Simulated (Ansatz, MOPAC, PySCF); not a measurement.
Molecule: trans-ethylamine, C₂H₇N, net charge 0, singlet state. SMILES: CCN
Geometry: optimised at B3LYP-D3(BJ)/def2-TZVP (Ansatz, an electronic-structure program).

Property: enthalpy of formation at 298 K, in kcal/mol. Conventions: 6-31G* and kin with 6d, 5d where marked; frozen cores in correlated levels; UHF or UKS for open shells; dispersion terms only where a functional's name holds one; no spin-orbit coupling; non-relativistic. CBS marks a two-point X^-3 extrapolation of the correlation energy; Hartree-Fock from the larger set. [CCSD(T)-MP2]/basis is that difference in the basis named. Ab initio and DFT rows: single points at B3LYP-D3(BJ) geometries (Ansatz), with unscaled harmonic terms from B3LYP/6-31G* at its own minima, enthalpies of formation by atomisation with measured atoms. Semi-empirical rows: MOPAC heats of formation at their own minima for 298 K.

Measured values: G2/97 table in ASE (Curtiss et al.); they hold spin-orbit and core effects, anharmonicity and other conformers. 

Value to compare with, the measured value: -11.3 kcal/mol.

```tsv
level	program	enthalpy of formation at 298 K (kcal/mol)	error
PM6	MOPAC	-11.2	0.1
MNDO	MOPAC	-13.3	-2.0
HF/6-31G*	Ansatz	231.9	243.2
PBE/3-21G	Ansatz	-10.7	0.6
PBE/def2-SVP	Ansatz	-25.6	-14.3
BP86/6-31G* (5d)	PySCF	-34.8	-23.5
B3LYP/6-31G*	Ansatz	-6.1	5.2
B3LYP/def2-SVP	Ansatz	-10.9	0.4
MP2/3-21G	Ansatz	126.7	138.0
MP2/6-31G*	Ansatz	73.5	84.8
PBE0/def2-TZVPD	Ansatz	-10.3	1.0
M06-2X/def2-TZVPD	PySCF	-8.1	3.2
wB97X-V/def2-TZVPD	Ansatz	-11.8	-0.5
RI-MP2/CBS(aug-cc-pVTZ,aug-cc-pVQZ)+[CCSD(T)-MP2]/aug-cc-pVTZ	Ansatz	-11.2	0.1
```

Among the 10 habitual levels, HF/6-31G* lies farthest from the measured value (243.2 kcal/mol); 7 of 10 lie above it, and their mean absolute error is 51.2 kcal/mol, the median 9.8. One case shows no general order.

The levels are drawn from those run, B3LYP/6-31G* more often than the rest, none by its result; runs whose electronic state is in doubt are left out.
